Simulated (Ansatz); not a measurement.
# AlH2: the cost of one run

Method: def2-QZVPP, all electrons in the functionals, frozen cores in the correlation of double hybrids and RPA; program: Ansatz 0.2.0, Gaussian basis.

Plan: wB97M-V, B2PLYP, at charge 1, triplet; charge 0, doublet; charge 0, quartet; charge 1, singlet; charge 1, quintet.

2 further runs of the same task are left out: 2 set aside as unsound or not needed.

## 1. What is computed

The geometry is a PBE0/def2-TZVP stationary point (not a proven minimum).

3 atoms, charge 1, spin multiplicity 3.

Atoms are counted from 1 here; the program's logs count them from 0.

Bond lengths: Al1–H2 1.722 Å, Al1–H3 1.722 Å. Angles: H2–Al1–H3 63.0°.

No dispersion term is added; wB97M-V holds VV10 nonlocal correlation.

The geometry shown and the zero of energy belong to the point charge 1, triplet. The yardstick, UCCSD(T), and other wave-function levels (R restricted, U unrestricted, valence and pair active spaces) come from earlier runs.

## 2. wB97M-V, charge 1, triplet

The input, in.yaml:

```yaml
crystal:
  periodic: [false, false, false]
  atoms:
    - {symbol: Al, position_ang: [0.000000, 0.000000, -0.102095]}
    - {symbol: H, position_ang: [0.000000, 0.899579, 1.366496]}
    - {symbol: H, position_ang: [0.000000, -0.899579, 1.366496]}
basis:
  gaussian: {orbitals: "def2-QZVPP.json"}
total_charge: 1
magnetization: {spin_polarized: true, initial_magnetization: 2}
hamiltonian: {xc: {name: wB97M-V}}
output: {orbitals: {seedname: orbitals}}
```

The run is started by

```console
ansatz run in.yaml --threads 1 --pin off --events-out ev --progress --plain --max-ram 2393MiB
```

**Question.** How long does this run take on 1 thread of AMD EPYC 7R43, shared host, and how much memory does it need?

About 8.5 s, with a peak of 0.26 GiB.
